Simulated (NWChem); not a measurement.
**UB3LYP/6-31G(d) (spherical functions) run of SiH (SMILES [SiH])**

What is the vertical doublet–quartet gap of SiH at UB3LYP/6-31G* (spherical functions)? 

The calculation is run with NWChem 7.3.0.

16 further runs of the same task are left out: 16 set aside as unsound or not needed. Runs told in other sessions of the task aren't counted.

**1. The molecule**

SiH: 2 atoms, total charge 0, spin state doublet. As SMILES, `[SiH]`. The shape is that of a PBE0-D4/def2-TZVP optimisation.

Bond lengths: Si1–H2 1.532 Å.

**2. Energy and gradient at UB3LYP/6-31G(d) (spherical functions)**

geom.nw reads:

```
echo
start geom
memory total 2200 mb
charge 0
geometry units angstroms noautosym nocenter noautoz
 Si       0.000000       0.000000      -0.007580
 H        0.000000       0.000000       1.524140
end
basis spherical bse
 Si library 6-31G*
 H library 6-31G*
end
dft
 xc b3lyp
 mult 2
 grid xfine
 convergence energy 1e-08
 iterations 100
 mulliken
 print low
end
task dft gradient
```

Command:

```console
$ nwchem geom.nw > geom.out
```

Log:

```text
============================== echo of input deck ==============================
echo
start geom
memory total 2200 mb
charge 0
geometry units angstroms noautosym nocenter noautoz
 Si       0.000000       0.000000      -0.007580
 H        0.000000       0.000000       1.524140
end
basis spherical bse
 Si library 6-31G*
 H library 6-31G*
end
dft
 xc b3lyp
 mult 2
 grid xfine
 convergence energy 1e-08
 iterations 100
 mulliken
 print low
end
task dft gradient
================================================================================

             Northwest Computational Chemistry Package (NWChem) 7.3.0
             --------------------------------------------------------

           Job information
           ---------------

    nwchem branch   = 7.3.0
    use scalapack   = T
    input           = geom.nw
    prefix          = geom.
    data base       = ./geom.db
    status          = startup
    nproc           =        1

           Memory information
           ------------------

    heap     =     72089600 doubles =      550.0 Mbytes
    stack    =     72089597 doubles =      550.0 Mbytes
    global   =    144179200 doubles =     1100.0 Mbytes (distinct from heap & stack)
    total    =    288358397 doubles =     2200.0 Mbytes
    verify   = yes
    hardfail = no

           Directory information
           ---------------------

  0 permanent = .
  0 scratch   = .

                                NWChem Input Module
                                -------------------

 Scaling coordinates for geometry "geometry" by  1.889725989
 (inverse scale =  0.529177249)

                             Geometry "geometry" -> ""
                             -------------------------

 Output coordinates in angstroms (scale by  1.889725989 to convert to a.u.)

  No.       Tag          Charge          X              Y              Z
 ---- ---------------- ---------- -------------- -------------- --------------
    1 Si                  14.0000     0.00000000     0.00000000    -0.00758000
    2 H                    1.0000     0.00000000     0.00000000     1.52414000

      Atomic Mass
      -----------

      Si                27.976930
      H                  1.007825

 Effective nuclear repulsion energy (a.u.)       4.8367074178

            Nuclear Dipole moment (a.u.)
            ----------------------------
        X                 Y               Z
 ---------------- ---------------- ----------------
     0.0000000000     0.0000000000     2.6796692463

            XYZ format geometry
            -------------------
     2
 geometry
 Si                    0.00000000     0.00000000    -0.00758000
 H                     0.00000000     0.00000000     1.52414000

 ==============================================================================
                                internuclear distances
 ------------------------------------------------------------------------------
       center one      |      center two      | atomic units |  angstroms
 ------------------------------------------------------------------------------
    2 H                |   1 Si               |     2.89453  |     1.53172
 ------------------------------------------------------------------------------
                         number of included internuclear distances:          1
 ==============================================================================

                      Basis "ao basis" -> "" (spherical)
                      -----
  [basis functions not shown]

 Summary of "ao basis" -> "" (spherical)
 ------------------------------------------------------------------------------
       Tag                 Description            Shells   Functions and Types
 ---------------- ------------------------------  ------  ---------------------
 Si                          6-31G*                  8       18   4s3p1d
 H                           6-31G*                  2        2   2s

                                 NWChem DFT Module
                                 -----------------

  Caching 1-el integrals
   Time after variat. SCF:      0.1

     ---------------------------------------------
      Total Density - Mulliken Population Analysis
     ---------------------------------------------

    Atom       Charge   Shell Charges
 -----------   ------   -------------------------------------------------------
    1 Si  14    13.83   2.00  2.00  5.97  1.24  1.03  0.68  0.88  0.03
    2 H    1     1.17   0.49  0.69

     --------------------------------------------
      Spin Density - Mulliken Population Analysis
     --------------------------------------------

    Atom       Charge   Shell Charges
 -----------   ------   -------------------------------------------------------
    1 Si  14     1.00   0.00  0.00  0.00  0.00  0.43  0.00  0.57  0.00
    2 H    1     0.00   0.00  0.00
   Time prior to 1st pass:      0.1

           Memory utilization after 1st SCF pass:
           Heap Space remaining (MW):       37.07            37070664
          Stack Space remaining (MW):       72.09            72089300

   convergence    iter        energy       DeltaE   RMS-Dens  Diis-err    time
 ---------------- ----- ----------------- --------- --------- ---------  ------
 d= 0,ls=0.0,diis     1   -289.9738287167 -2.95D+02  1.48D-02  1.60D-02     0.2
                                                     8.96D-03  1.11D-02
 d= 0,ls=0.0,diis     2   -289.9852177152 -1.14D-02  4.54D-03  1.29D-03     0.4
                                                     4.62D-03  1.52D-03
 d= 0,ls=0.0,diis     3   -289.9866659003 -1.45D-03  1.10D-03  1.45D-04     0.6
                                                     8.39D-04  9.51D-05
 d= 0,ls=0.0,diis     4   -289.9867815097 -1.16D-04  2.34D-04  3.85D-06     0.8
                                                     1.57D-04  3.27D-06
 d= 0,ls=0.0,diis     5   -289.9867858509 -4.34D-06  4.45D-05  3.37D-07     0.9
                                                     6.75D-05  3.92D-07
 d= 0,ls=0.0,diis     6   -289.9867863156 -4.65D-07  5.72D-06  2.42D-09     1.1
                                                     3.68D-06  1.00D-09
 d= 0,ls=0.0,diis     7   -289.9867863187 -3.07D-09  7.98D-07  3.13D-11     1.3
                                                     1.29D-06  6.08D-11

         Total DFT energy =     -289.986786318687
      One electron energy =     -410.919558959593
           Coulomb energy =      137.311250068836
    Exchange-Corr. energy =      -21.215184845732
 Nuclear repulsion energy =        4.836707417802

 Numeric. integr. density =       14.999999990926

     Total iterative time =      1.2s

     ---------------------------------------------
      Total Density - Mulliken Population Analysis
     ---------------------------------------------

    Atom       Charge   Shell Charges
 -----------   ------   -------------------------------------------------------
    1 Si  14    13.89   2.00  2.00  5.96  1.29  1.32  0.63  0.66  0.04
    2 H    1     1.11   0.50  0.60

     --------------------------------------------
      Spin Density - Mulliken Population Analysis
     --------------------------------------------

    Atom       Charge   Shell Charges
 -----------   ------   -------------------------------------------------------
    1 Si  14     1.02   0.00  0.00  0.00  0.01  0.58  0.01  0.42  0.00
    2 H    1    -0.02  -0.01 -0.02

     -------------------------------------------
      Total Density - Lowdin Population Analysis
     -------------------------------------------

    Atom       Charge   Shell Charges
 -----------   ------   -------------------------------------------------------
    1 Si  14    13.94   2.00  2.00  5.87  1.11  1.30  0.74  0.88  0.04
    2 H    1     1.06   0.50  0.56

     ------------------------------------------
      Spin Density - Lowdin Population Analysis
     ------------------------------------------

    Atom       Charge   Shell Charges
 -----------   ------   -------------------------------------------------------
    1 Si  14     1.01   0.00  0.00  0.02  0.01  0.53  0.00  0.45  0.00
    2 H    1    -0.01  -0.01 -0.01

     --------------------------
     Expectation value of S2:
     --------------------------
      <S2> =      0.7528 (Exact =     0.7500)

                         DFT ENERGY GRADIENTS

    atom               coordinates                        gradient
                 x          y          z           x          y          z
   1 Si      0.000000   0.000000  -0.014324    0.000000  -0.000000   0.002081
   2 H       0.000000   0.000000   2.880207   -0.000000   0.000000  -0.002081

 Task  times  cpu:        1.5s     wall:        1.5s
 Total times  cpu:        1.5s     wall:        1.5s
```

Run time: 1.9 s. Hardware: 1 thread of Intel Xeon 6975P-C (Granite Rapids), shared host; peak memory 0.12 GiB.

(Part 1 of 2 ends here.)
